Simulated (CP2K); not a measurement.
**A workflow on C2HF2 (SMILES [CH]=C(F)F)**

We compute a structure relaxation (doublet C2HF2, MNDO), then energy and forces (singlet [C2HF2]−, MNDO), then a geometry optimisation (singlet [C2HF2]−, MNDO), then energy and gradient (doublet C2HF2, MNDO) of C2HF2. 

The results are computed with CP2K 2026.2.

2 further runs of the same task are left out: 1 that didn't finish, 1 set aside as unsound or not needed.

## 1. The structure to begin with

C2HF2 has 5 atoms, charge 0, and is taken as a doublet. SMILES: `[CH]=C(F)F`. The coordinates come from a PBE0-D4/def2-TZVP relaxation. The run starts from this shape.

Bond lengths: C1–C2 1.301 Å, C2–F3 1.313 Å, C2–F4 1.320 Å, C1–H5 1.072 Å. Angles: C1–C2–F3 125.0°, C1–C2–F4 125.4°, F3–C2–F4 109.6°, C2–C1–H5 140.6°.

## 2. A geometry optimisation at MNDO (run 1)

Input file gas.inp:

```
&GLOBAL
 PROJECT gas
 RUN_TYPE GEO_OPT
 PRINT_LEVEL LOW
&END GLOBAL

&FORCE_EVAL
 METHOD QUICKSTEP
 &DFT
  MULTIPLICITY 2
  UKS T
  # Quickstep
  &QS
   METHOD MNDO
   EPS_DEFAULT 1.0E-10
   &SE
    &COULOMB
     CUTOFF [angstrom] 50
     RC_RANGE [angstrom] 0
    &END COULOMB
    &EXCHANGE
     CUTOFF [angstrom] 50
     RC_RANGE [angstrom] 0
    &END EXCHANGE
   &END SE
  &END QS
  # cluster boundary conditions
  &POISSON
   PERIODIC NONE
   POISSON_SOLVER ANALYTIC
  &END POISSON
  &SCF
   SCF_GUESS ATOMIC
   EPS_SCF 1.0E-06
   MAX_SCF 80
   ADDED_MOS 8
   &DIAGONALIZATION
    ALGORITHM STANDARD
   &END DIAGONALIZATION
   &MIXING
    METHOD DIRECT_P_MIXING
    ALPHA 0.4
   &END MIXING
  &END SCF
  # extra output
  &PRINT
   &MOMENTS
    PERIODIC F
    REFERENCE COM
    MAX_MOMENT 1
   &END MOMENTS
   &MULLIKEN OFF
   &END MULLIKEN
   &HIRSHFELD OFF
   &END HIRSHFELD
  &END PRINT
 &END DFT
 # atoms, cell and kinds
 &SUBSYS
  &CELL
   ABC 11.7 12.9 11.5
   PERIODIC NONE
  &END CELL
  &COORD
   SCALED T
   C    0.48018803   0.55946124   0.48265652
   C    0.49658120   0.46032946   0.49478696
   F    0.57181197   0.41803488   0.56503913
   F    0.44049573   0.38691085   0.43870870
   H    0.42818803   0.61308915   0.43496087
  &END COORD
 &END SUBSYS
&END FORCE_EVAL

&MOTION
 &GEO_OPT
  OPTIMIZER BFGS
  MAX_ITER 100
  MAX_FORCE 4.5E-04
  RMS_FORCE 3.0E-04
 &END GEO_OPT
 # extra output
 &PRINT
  &TRAJECTORY
   &EACH
    GEO_OPT 1
   &END EACH
  &END TRAJECTORY
  &FORCES ON
   &EACH
    GEO_OPT 1
   &END EACH
  &END FORCES
  &RESTART OFF
  &END RESTART
  &RESTART_HISTORY OFF
  &END RESTART_HISTORY
 &END PRINT
&END MOTION
```

Started as:

```bash
$ OMP_NUM_THREADS=1 cp2k.psmp -i gas.inp -o gas.out
```

Standard output:

```text
CP2K| version string:                                       CP2K version 2026.2
[...]
 GLOBAL| Method name                                                        CP2K
[...]
 GLOBAL| Run type                                                        GEO_OPT
[...]
 *** WARNING in qs_environment.F:2191 :: More ADDED_MOs requested for beta ***
 *** spin than available.                                                  ***
 *** WARNING in qs_environment.F:2210 :: More added MOs requested than     ***
 *** available. The full set of unoccupied MOs will be used. Use           ***
 *** 'ADDED_MOS -1' to always use all available MOs and to get rid of this ***
[...]
                             - Atoms:                                          5
[...]
                             - Spherical basis functions:                     17
[...]
 Number of electrons:                                                         12
[...]
     1 P_Mix/Diag. 0.40E+00    0.0     0.34935850       -40.3970573265 -4.04E+01
[...]
  *** SCF run converged in    19 steps ***
[...]
 ENERGY| Total FORCE_EVAL ( QS ) energy [hartree]            -45.067198678321475
[...]
 OPT| Step number                                                              0
[...]
 OPT| Total energy [hartree]                                      -45.0671986783
[...]
 OPT| Step number                                                              8
[...]
 OPT| Total energy [hartree]                                      -45.0752786907
[...]
 OPT| Step number                                                              9
[...]
 OPT| Total energy [hartree]                                      -45.0752789581
[...]
 ***                    GEOMETRY OPTIMIZATION COMPLETED                      ***
[...]
     1 P_Mix/Diag. 0.40E+00    0.0     0.00000038       -45.0752789581 -4.51E+01
  *** SCF run converged in     1 steps ***
  Core-core repulsion energy [eV]:                           1382.06364099997950
  Core Hamiltonian energy [eV]:                             -2040.24009727651105
  Two-electron integral energy [eV]:                        -1136.76852378647027
  Electronic energy [eV]:                                   -2608.62435916974573
  Total energy [eV]:                                        -1226.56071816976669
  Atomic reference energy [eV]:                              1224.99368448111136
  Heat of formation [kcal/mol]:                               -36.13665819453102
[...]
 SE_DIPOLE| Moment [Debye]          0.69907278      -2.03373062       0.59123733
 SE_DIPOLE| Derivative [a.u.]       0.00000000       0.00000000       0.00000000
 ENERGY| Total FORCE_EVAL ( QS ) energy [hartree]            -45.075278958083558
[...]
```

Run time: 0.79 s. Hardware: 1 thread of Arm Neoverse N1, shared host; peak memory 0.14 GiB.

The path in brief:

| step | energy from the first frame kept (eV) | largest force (eV/Å) |
| --- | --- | --- |
| 1 | 0.0000 | 0.7829 |
| 2 | -0.0271 | 0.2315 |
| 3 | -0.0405 | 0.3942 |
| 4 | -0.0469 | 0.3608 |
| 5 | -0.0511 | 0.1703 |
| 6 | -0.0524 | 0.0614 |
| 7 | -0.0526 | 0.0305 |
| 8 | -0.0527 | 0.0172 |
| 9 | -0.0527 | 0.0099 |
| 10 | -0.0527 | 0.0099 |

After the run. Bond lengths: C1–C2 1.349 Å, C2–F3 1.321 Å, C2–F4 1.323 Å, C1–H5 1.049 Å. Angles: C1–C2–F3 124.6°, C1–C2–F4 125.0°, F3–C2–F4 110.4°, C2–C1–H5 165.6°.

## 3. The singlet anion: energy and forces at MNDO (run 2)

Input file run.inp:

```
&GLOBAL
    PROJECT_NAME run
    RUN_TYPE ENERGY_FORCE
    PRINT_LEVEL MEDIUM
&END GLOBAL
&FORCE_EVAL
    METHOD QUICKSTEP
    &DFT
        CHARGE -1
        MULTIPLICITY 1
        &QS
            METHOD MNDO
            EPS_DEFAULT 1.0E-10
            &SE
                &COULOMB
                    CUTOFF [angstrom] 50
                    RC_RANGE [angstrom] 0
                &END COULOMB
                &EXCHANGE
                    CUTOFF [angstrom] 50
                    RC_RANGE [angstrom] 0
                &END EXCHANGE
            &END SE
        &END QS
        &POISSON
            PERIODIC NONE
            POISSON_SOLVER ANALYTIC
        &END POISSON
        &SCF
            SCF_GUESS ATOMIC
            EPS_SCF 1.0E-06
            MAX_SCF 150
            ADDED_MOS 4
            &DIAGONALIZATION
                ALGORITHM STANDARD
            &END DIAGONALIZATION
            &MIXING
                METHOD DIRECT_P_MIXING
                ALPHA 0.4
            &END MIXING
        &END SCF
        &PRINT
            &MOMENTS
                PERIODIC F
                REFERENCE COM
                MAX_MOMENT 1
            &END MOMENTS
            &MO ON
                ENERGIES T
                OCCUPATION_NUMBERS T
                NDIGITS 6
                &EACH
                    QS_SCF 0
                &END EACH
                ADD_LAST NUMERIC
            &END MO
            &HIRSHFELD OFF
            &END HIRSHFELD
        &END PRINT
    &END DFT
    &SUBSYS
        &CELL
            ABC [angstrom] 11.6 13.2 11.4
            PERIODIC NONE
        &END CELL
        &COORD
            SCALED T
            C    0.46515073   0.55362163   0.46857158
            C    0.48996996   0.45530216   0.48865921
            F    0.56921125   0.42301178   0.56306228
            F    0.43871013   0.37769193   0.43693772
            H    0.43078875   0.62230807   0.43830158
        &END COORD
    &END SUBSYS
    &PRINT
        &FORCES ON
        &END FORCES
    &END PRINT
&END FORCE_EVAL
```

Started as:

```bash
$ OMP_NUM_THREADS=1 cp2k.psmp -i run.inp > run.out 2>&1
```

Standard output:

```text
CP2K| version string:                                       CP2K version 2026.2
[...]
 GLOBAL| Method name                                                        CP2K
[...]
 GLOBAL| Run type                                                   ENERGY_FORCE
[...]
                             - Atoms:                                          5
[...]
                             - Spherical basis functions:                     17
[...]
 Number of electrons:                                                         24
[...]
     1 P_Mix/Diag. 0.40E+00    0.0     0.65021389       -40.8236755550 -4.08E+01
[...]
    18 DIIS/Diag.  0.26E-06    0.0     0.00000062       -45.0902579138 -2.03E-12
  *** SCF run converged in    18 steps ***
  Core-core repulsion energy [eV]:                           1382.06374043214396
  Core Hamiltonian energy [eV]:                             -2089.22960053713132
  Two-electron integral energy [eV]:                        -1039.60491235972813
  Electronic energy [eV]:                                   -2609.03205671699516
  Total energy [eV]:                                        -1226.96831628485120
  Atomic reference energy [eV]:                              1224.99368448111136
  Heat of formation [kcal/mol]:                               -45.53609476834485
[...]
 SE_DIPOLE| Moment [Debye]         -0.11978247       2.60728067      -0.03017516
 SE_DIPOLE| Derivative [a.u.]       0.00000000       0.00000000       0.00000000
 ENERGY| Total FORCE_EVAL ( QS ) energy [hartree]            -45.090257913848916
 FORCES| Atomic forces [hartree/bohr]
 FORCES|   Atom     x               y               z               |f|
 FORCES|      1  1.80234912E-02 -5.37110501E-02  1.52030510E-02   5.86588092E-02
 FORCES|      2 -2.90388477E-02  1.23095971E-01 -2.33433792E-02   1.28610987E-01
 FORCES|      3  1.93004372E-02 -2.05300808E-02  1.74448740E-02   3.31408317E-02
 FORCES|      4 -9.24097242E-03 -3.69188079E-02 -9.82466943E-03   3.93054459E-02
 FORCES|      5  9.55891658E-04 -1.19360320E-02  5.20123663E-04   1.19855378E-02
 FORCES| Sum     5.82867088E-16 -3.33066907E-16 -6.93889390E-16
 FORCES| Total atomic force                                       9.65479204E-16
[...]
```

Wall time 0.42 s (1 thread of Arm Neoverse N1, shared host); peak memory 0.14 GiB.

## 4. The singlet anion: a geometry optimisation at MNDO (run 3)

Input file qs.inp:

```
&GLOBAL
  PROJECT_NAME qs
  RUN_TYPE GEO_OPT
  PRINT_LEVEL LOW
&END
! ionic moves
&MOTION
  &GEO_OPT
    OPTIMIZER BFGS
    MAX_ITER 100
    MAX_FORCE 4.5E-04
    RMS_FORCE 3.0E-04
  &END
  ! extra output
  &PRINT
    &TRAJECTORY
      &EACH
        GEO_OPT 1
      &END
    &END
    &FORCES ON
      &EACH
        GEO_OPT 1
      &END
    &END
    &RESTART OFF
    &END
    &RESTART_HISTORY OFF
    &END
  &END
&END
&FORCE_EVAL
  METHOD QUICKSTEP
  &DFT
    CHARGE -1
    MULTIPLICITY 1
    ! Quickstep
    &QS
      METHOD MNDO
      EPS_DEFAULT 1.0E-10
      &SE
        &COULOMB
          CUTOFF [angstrom] 50
          RC_RANGE [angstrom] 0
        &END
        &EXCHANGE
          CUTOFF [angstrom] 50
          RC_RANGE [angstrom] 0
        &END
      &END
    &END
    &POISSON
      PERIODIC NONE
      POISSON_SOLVER ANALYTIC
    &END
    ! SCF settings
    &SCF
      SCF_GUESS ATOMIC
      EPS_SCF 1.0E-06
      MAX_SCF 150
      ADDED_MOS 4
      &DIAGONALIZATION
        ALGORITHM STANDARD
      &END
      &MIXING
        METHOD DIRECT_P_MIXING
        ALPHA 0.4
      &END
    &END
    &PRINT
      &MOMENTS
        PERIODIC F
        REFERENCE COM
        MAX_MOMENT 1
      &END
      &MULLIKEN OFF
      &END
      &HIRSHFELD OFF
      &END
    &END
  &END
  &SUBSYS
    &CELL
      ABC [angstrom] 11.6 13.2 11.4
      PERIODIC NONE
    &END
    &COORD
      SCALED T
      C    0.46515073   0.55362163   0.46857158
      C    0.48996996   0.45530216   0.48865921
      F    0.56921125   0.42301178   0.56306228
      F    0.43871013   0.37769193   0.43693772
      H    0.43078875   0.62230807   0.43830158
    &END
  &END
&END
```

Started as:

```bash
$ OMP_NUM_THREADS=1 cp2k.psmp -i qs.inp -o qs.out
```

Standard output:

```text
CP2K| version string:                                       CP2K version 2026.2
[...]
 GLOBAL| Method name                                                        CP2K
[...]
 GLOBAL| Run type                                                        GEO_OPT
[...]
                             - Atoms:                                          5
[...]
                             - Spherical basis functions:                     17
[...]
 Number of electrons:                                                         24
[...]
     1 P_Mix/Diag. 0.40E+00    0.0     0.65021389       -40.8236755550 -4.08E+01
[...]
  *** SCF run converged in    18 steps ***
[...]
 ENERGY| Total FORCE_EVAL ( QS ) energy [hartree]            -45.090257913848916
[...]
 OPT| Step number                                                              0
[...]
 OPT| Total energy [hartree]                                      -45.0902579138
[...]
 OPT| Step number                                                             12
[...]
 OPT| Total energy [hartree]                                      -45.1026753664
[...]
 OPT| Step number                                                             13
[...]
 OPT| Total energy [hartree]                                      -45.1026754965
[...]
 ***                    GEOMETRY OPTIMIZATION COMPLETED                      ***
[...]
     9 DIIS/Diag.  0.32E-06    0.0     0.00000062       -45.1026754965 -6.77E-12
  *** SCF run converged in     9 steps ***
  Core-core repulsion energy [eV]:                           1379.85414273288370
  Core Hamiltonian energy [eV]:                             -2087.19020852604672
  Two-electron integral energy [eV]:                        -1039.94030020023683
  Electronic energy [eV]:                                   -2607.16035862616536
  Total energy [eV]:                                        -1227.30621589328143
  Atomic reference energy [eV]:                              1224.99368448111136
  Heat of formation [kcal/mol]:                               -53.32824546830401
[...]
 SE_DIPOLE| Moment [Debye]          0.62231925       3.07999805       0.68032445
 SE_DIPOLE| Derivative [a.u.]       0.00000000       0.00000000       0.00000000
 ENERGY| Total FORCE_EVAL ( QS ) energy [hartree]            -45.102675496511914
[...]
```

Wall time 0.72 s (1 thread of Arm Neoverse N1, shared host); peak memory 0.14 GiB.

Step by step:

| step | energy from the first frame kept (eV) | largest force (eV/Å) |
| --- | --- | --- |
| 1 | 0.0000 | 1.0152 |
| 2 | -0.0159 | 0.7523 |
| 3 | -0.0251 | 0.4265 |
| 4 | -0.0446 | 0.5601 |
| 5 | -0.0270 | 2.0872 |
| 6 | -0.0712 | 0.4807 |
| 7 | -0.0856 | 0.4184 |
| 8 | -0.0752 | 1.2584 |
| 9 | -0.1069 | 0.1935 |
| 10 | -0.1103 | 0.0625 |
| 11 | -0.1110 | 0.0714 |
| 12 | -0.1110 | 0.0104 |
| 13 | -0.1111 | 0.0052 |
| 14 | -0.1111 | 0.0052 |

After the run. Bond lengths: C1–C2 1.327 Å, C2–F3 1.343 Å, C2–F4 1.357 Å, C1–H5 1.073 Å. Angles: C1–C2–F3 125.2°, C1–C2–F4 129.1°, F3–C2–F4 105.7°, C2–C1–H5 127.3°.

## 5. Energy and forces at MNDO (run 4)

Input file qs.inp:

```
&GLOBAL
  PROJECT qs
  RUN_TYPE ENERGY_FORCE
  PRINT_LEVEL MEDIUM
&END
&FORCE_EVAL
  METHOD Quickstep
  &DFT
    MULTIPLICITY 2
    SPIN_POLARIZED T
    &QS
      METHOD MNDO
      EPS_DEFAULT 1.0E-10
      &SE
        &COULOMB
          CUTOFF [angstrom] 50
          RC_RANGE [angstrom] 0
        &END
        &EXCHANGE
          CUTOFF [angstrom] 50
          RC_RANGE [angstrom] 0
        &END
      &END
    &END
    &POISSON
      PERIODIC NONE
      POISSON_SOLVER ANALYTIC
    &END
    &SCF
      SCF_GUESS ATOMIC
      EPS_SCF 1.0E-06
      MAX_SCF 80
      ADDED_MOS 8
      &DIAGONALIZATION
        ALGORITHM STANDARD
      &END
      &MIXING
        METHOD DIRECT_P_MIXING
        ALPHA 0.4
      &END
    &END
    &PRINT
      &MOMENTS
        PERIODIC F
        REFERENCE COM
        MAX_MOMENT 1
      &END
      &MO ON
        ENERGIES T
        OCCUPATION_NUMBERS T
        NDIGITS 6
        &EACH
          QS_SCF 0
        &END
        ADD_LAST NUMERIC
      &END
      &HIRSHFELD OFF
      &END
    &END
  &END
  &SUBSYS
    &CELL
      ABC 11.7 12.8 11.5
      PERIODIC NONE
    &END
    &COORD
      SCALED T
      C    0.48622936   0.56820168   0.48880265
      C    0.49771047   0.46524293   0.49614300
      F    0.57216603   0.41520652   0.56539439
      F    0.44009397   0.38922684   0.43853222
      H    0.42783397   0.61077316   0.43460561
    &END
  &END
  &PRINT
    &FORCES ON
    &END
  &END
&END
```

Started as:

```bash
$ OMP_NUM_THREADS=1 cp2k.psmp -i qs.inp > qs.out 2>&1
```

Standard output:

```text
CP2K| version string:                                       CP2K version 2026.2
[...]
 GLOBAL| Method name                                                        CP2K
[...]
 GLOBAL| Run type                                                   ENERGY_FORCE
[...]
 *** WARNING in qs_environment.F:2191 :: More ADDED_MOs requested for beta ***
 *** spin than available.                                                  ***
 *** WARNING in qs_environment.F:2210 :: More added MOs requested than     ***
 *** available. The full set of unoccupied MOs will be used. Use           ***
 *** 'ADDED_MOS -1' to always use all available MOs and to get rid of this ***
[...]
                             - Atoms:                                          5
[...]
                             - Spherical basis functions:                     17
[...]
 Number of electrons:                                                         12
[...]
     1 P_Mix/Diag. 0.40E+00    0.0     0.36666889       -40.5054127527 -4.05E+01
[...]
    19 DIIS/Diag.  0.20E-06    0.0     0.00000076       -45.0594127990 -1.62E-11
  *** SCF run converged in    19 steps ***
  Core-core repulsion energy [eV]:                           1379.85395134213081
  Core Hamiltonian energy [eV]:                             -2038.25403508223803
  Two-electron integral energy [eV]:                        -1135.45778856826905
  Electronic energy [eV]:                                   -2605.98292936637245
  Total energy [eV]:                                        -1226.12897802424163
  Atomic reference energy [eV]:                              1224.99368448111136
  Heat of formation [kcal/mol]:                               -26.18049312887465
[...]
 SE_DIPOLE| Moment [Debye]          0.74620268      -2.04813381       0.63496143
 SE_DIPOLE| Derivative [a.u.]       0.00000000       0.00000000       0.00000000
 ENERGY| Total FORCE_EVAL ( QS ) energy [hartree]            -45.059412798987921
 FORCES| Atomic forces [hartree/bohr]
 FORCES|   Atom     x               y               z               |f|
 FORCES|      1 -3.54901285E-02  2.04366233E-02 -3.26233016E-02   5.23591883E-02
 FORCES|      2  2.32047490E-02 -9.44166851E-02  1.87779550E-02   9.90231407E-02
 FORCES|      3 -1.34138983E-02  1.72487769E-02 -1.20304613E-02   2.49436359E-02
 FORCES|      4  1.34588166E-02  3.92197628E-02  1.38507252E-02   4.37169547E-02
 FORCES|      5  1.22404612E-02  1.75115221E-02  1.20250828E-02   2.45170331E-02
 FORCES| Sum    -1.05471187E-15 -4.44089210E-16 -5.27355937E-16
 FORCES| Total atomic force                                       1.26005422E-15
[...]
```

It took 0.44 s on 1 thread of Arm Neoverse N1, shared host; peak memory 0.14 GiB.

## 6. What came out

| quantity | value |
| --- | --- |
| run 1, MNDO: total energy at the end | -45.07528 Eh |
| run 1, MNDO: dipole moment | 2.23 D |
| run 1, MNDO: heat of formation | -36.1 kcal/mol |
| singlet anion, run 2: total energy | -45.09026 Eh |
| singlet anion, run 2: HOMO energy | -1.11 eV |
| singlet anion, run 2: LUMO energy | 8.19 eV |
| singlet anion, run 2: HOMO–LUMO gap | 9.30 eV |
| singlet anion, run 2: heat of formation at this unrelaxed shape | -45.5 kcal/mol |
| singlet anion, run 2: largest force on an atom | 6.613 eV/Å |
| singlet anion, run 3: total energy at the end | -45.10268 Eh |
| singlet anion, run 3: heat of formation | -53.3 kcal/mol |
| run 4, MNDO: total energy | -45.05941 Eh |
| run 4, MNDO: dipole moment | 2.27 D |
| run 4, MNDO: HOMO energy (highest over α and β) | -10.80 eV |
| run 4, MNDO: LUMO energy (lowest over α and β) | -0.58 eV |
| run 4, MNDO: heat of formation at this unrelaxed shape | -26.2 kcal/mol |
| run 4, MNDO: largest force on an atom | 5.092 eV/Å |
| adiabatic electron affinity (to the singlet anion, no zero-point term) | 0.745 eV |

In words: The adiabatic electron affinity (to the singlet anion, no zero-point term) is 0.75 eV (71.9 kJ/mol). The largest force (run 4, MNDO) is 5.09 eV/Å: the shape isn't a stationary point for this species at this level. The optimisation (run 1, MNDO) took 9 steps. The optimisation (singlet anion, run 3) took 13 steps.
